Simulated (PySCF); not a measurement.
C5H9O (charge +1).
Bonds: C1–C2 (double), C2–C3, C3–C4, C2–O5, O5–C6. Hydrogens: H7, H8 on C1; H9 on C3; H10, H11, H12 on C4; H13, H14, H15 on C6.

Structure optimised with GFN2-xTB, isolated species.

**Question.** What internal coordinates does the optimisation give?

**Answer.** 
```csv
bond,length (Å)
C1=C2,1.377
C2–C3,1.419
C3–C4,1.433
C2–O5,1.328
O5–C6,1.422
C1–H7,1.076
C1–H8,1.078
C3–H9,1.083
"C4–H10, C4–H11",1.091
C4–H12,1.103
"C6–H13, C6–H14, C6–H15",1.091
```

Bonds in one row agree within 0.01 Å and their mean is given. A selection of angles:
```csv
angle,degrees
C2–C1–H7,120.7
C2–C1–H8,122.6
H7–C1–H8,116.7
C1–C2–C3,118.1
C1–C2–O5,126.1
C3–C2–O5,115.8
C2–C3–C4,123.5
C2–C3–H9,117.2
C4–C3–H9,119.3
C3–C4–H10,111.9
C3–C4–H11,112.9
C3–C4–H12,108.0
H10–C4–H11,113.3
H10–C4–H12,102.8
H11–C4–H12,107.3
C2–O5–C6,119.3
O5–C6–H13,111.0
O5–C6–H14,105.4
H13–C6–H14,109.5
```

Dihedral angles: C1–C2–C3–C4 179° (antiperiplanar); C1–C2–O5–C6 0° (synperiplanar). The mirror-image conformer, all signs reversed, is as good.

C2 (carbon bonded to 2 C and O) is planar (angles 126.1°, 118.1° and 115.8°, sum 360.0°, 0.00 Å off the plane of its three neighbours). C1 (carbon bonded to C and 2 H) is planar (angles 122.6°, 120.7° and 116.7°, sum 360.0°, 0.00 Å off the plane of its three neighbours). The C–C distances run from 1.377 Å (C1=C2, drawn double in one of several resonance forms) to 1.433 Å (C3–C4, drawn single), a spread of 0.056 Å. The 6 heavy atoms lie in one plane (0.005 Å rms). The 2 C–O bonds span 1.328 Å (C2–O5, drawn single) to 1.422 Å (O5–C6, drawn single), a spread of 0.094 Å. C3 (carbon bonded to 2 C and H) is planar (angles 123.5°, 119.3° and 117.2°, sum 360.0°, 0.00 Å off the plane of its three neighbours). Of the pairs four or more bonds apart, O5···H11 is among the closest relative to their van der Waals radii: 2.40 Å, 88 % of the sum of Bondi's values.

Not checked by GFN2-xTB frequencies.

These are computed values.
